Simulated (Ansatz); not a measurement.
The inner images of a band of AlH$_{5}$N (7 atoms, charge 0, multiplicity 2) are given out of order.

Method: UKS BHLYP-D4/def2-SVP in Ansatz 0.2.0.

First end point:

```xyz
7
Properties=species:S:1:pos:R:3
Al -0.010 -0.002 0.666
H 0.521 -1.423 1.405
H 1.160 0.812 -0.014
H -1.447 -0.143 0.025
N -0.108 0.333 2.531
H -0.834 -0.072 3.113
H 0.719 0.495 3.095
```

Last end point:

```xyz
7
Properties=species:S:1:pos:R:3
Al -0.222 -0.175 0.262
H 0.896 -0.860 2.567
H 1.157 0.530 -0.141
H -1.530 0.744 0.310
N 0.107 -0.272 2.324
H -0.706 -0.626 2.817
H 0.298 0.659 2.682
```

Task: Put them in order from the first end to the last, with their energies above the first end.
A.
```xyz
7
Properties=species:S:1:pos:R:3
Al -0.012 -0.003 0.540
H 0.386 -1.079 1.904
H 1.177 0.814 -0.088
H -1.458 -0.125 -0.070
N -0.029 0.101 2.465
H -0.819 -0.133 3.052
H 0.755 0.424 3.017
```
B.
```xyz
7
Properties=species:S:1:pos:R:3
Al 0.042 -0.178 0.372
H 0.353 -0.960 2.316
H 1.197 0.776 -0.118
H -1.467 -0.174 -0.084
N 0.011 0.005 2.430
H -0.848 -0.009 2.973
H 0.713 0.541 2.932
```
C.
```xyz
7
Properties=species:S:1:pos:R:3
Al 0.076 -0.262 0.290
H 0.375 -1.023 2.649
H 1.143 0.863 -0.082
H -1.469 -0.074 -0.053
N 0.047 -0.102 2.391
H -0.861 0.027 2.827
H 0.689 0.571 2.797
```
D.
```xyz
7
Properties=species:S:1:pos:R:3
Al -0.099 -0.220 0.250
H 0.759 -0.939 2.667
H 1.154 0.721 -0.072
H -1.550 0.449 0.191
N 0.100 -0.244 2.337
H -0.790 -0.428 2.785
H 0.426 0.660 2.662
```
E.
```xyz
7
Properties=species:S:1:pos:R:3
Al 0.010 -0.260 0.253
H 0.583 -0.997 2.752
H 1.114 0.859 -0.039
H -1.522 0.163 0.082
N 0.091 -0.205 2.355
H -0.843 -0.194 2.750
H 0.567 0.635 2.666
```

Result: A (+50.7 kJ/mol), B (-36.8 kJ/mol), C (-70.9 kJ/mol), E (-76.9 kJ/mol), D (-78.2 kJ/mol).

The run took 4.2 min on 1 thread of Arm Neoverse V2, on a shared host, peak memory 0.13 GiB.
